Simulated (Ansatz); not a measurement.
`CC(Cl)CCl` → `CC(Cl)Cl` + `[CH2]` (triplet) at 500 K and 1 bar (formal loss of a carbene).

Computed with Ansatz on PBE0-D4/def2-TZVP structures; ΔE is electronic, products minus reactants. CCSD(T)/CBS adds triple-zeta CCSD(T) − MP2 to the extrapolated MP2 energy (def2 sets, frozen cores). This one scheme is used for every species. Triplets are unrestricted, without spin–orbit coupling. One conformer a species, not always the lowest.

```tsv
species	CCSD(T)/CBS energy (Eh)	H − E (kJ/mol)	S (J/(mol·K))
`CC(Cl)CCl`	-1037.33749	268.7	391.7
`CC(Cl)Cl`	-998.07052	184.1	348.4
`[CH2]` (triplet)	-39.09499	62.7	213.9
```

H − E and S are ideal-gas, rigid-rotor, harmonic terms from PBE0-D4/def2-TZVP, for one conformer and one mirror image of each species, with the whole ground term of open shells counted as degenerate. 1 Eh = 2625.50 kJ/mol, R = 8.31446 J/(mol·K).

Problem. By hand: ΔE, ΔH, ΔS and ΔG.

Solution. ΔE = (-998.07052) + (-39.09499) − (-1037.33749) = 0.17198 Eh = 451.5 kJ/mol. Δ(H − E) = 184.1 + 62.7 − 268.7 = -21.9, so ΔH = 429.6 kJ/mol. ΔS = 348.4 + 213.9 − 391.7 = 170.6 J/(mol·K). ΔG = 429.6 − 500 × (170.6)/1000 = 344.3 kJ/mol.

Problem. By hand: the equilibrium constant, and the temperature at which ΔG would vanish if ΔH and ΔS stayed fixed.

Solution. log₁₀ K = −ΔG/(RT ln 10) = -36.0. ΔG = 0 at ΔH/ΔS = 2518 K, far beyond where these terms or the molecules hold.

The number of gas molecules changes by +1, which sets the sign of ΔS. A doubt of 5 kJ/mol in ΔE shifts log₁₀ K by 0.5 here. Other conformers and mirror images would add mixing entropy, several J/(mol·K) or more a flexible species. A triplet takes part, so the spin changes. These are equilibria of isolated gas molecules and say nothing of rates. Largest T1 diagnostic: 0.011 (customary marks: 0.02 for closed shells, 0.045 for open ones).
